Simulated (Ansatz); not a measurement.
Molecule: C$_{3}$H$_{2}$N, charge -1, multiplicity 1. It need not be the lowest isomer of its formula. Whether it binds its extra electron was not tested at this geometry. 
Coordinates optimised at B3LYP-D3(BJ)/def2-TZVP (Ansatz, a quantum-chemistry and plane-wave program):
```xyz
6

C     -0.0870    -1.6373     0.0218
C      0.6526    -0.5162     0.0012
C      0.0148     0.7307    -0.0095
H     -1.1873    -1.6724     0.0313
H      0.3814    -2.6249     0.0306
N     -0.3824     1.8334    -0.0204
```
Charge -1, spin multiplicity 1.

Question: Give the harmonic wavenumbers at B3LYP-D3(BJ)/def2-TZVP (Ansatz, finite differences of forces, unscaled).

Answer: 237, 383, 631, 793, 890, 903, 1110, 1453, 1599, 2160, 2923, 3025 cm⁻¹. Zero-point energy 23.0 kcal/mol.

Question: From these and the geometry, give the ideal-gas thermochemistry at 298.15 K and 1 atm (rigid rotor, harmonic oscillator).

Answer: Point group Cs, rotational symmetry number 1. Rotational constants 67.77, 5.07, 4.717 GHz. S(trans) 37.77, S(rot) 22.81, S(vib) 3.84, S(elec, spin only) 0.00, S 64.4 cal/(mol K). H(298) - H(0) 3.12 kcal/mol; G - E(el) 6.9 kcal/mol.
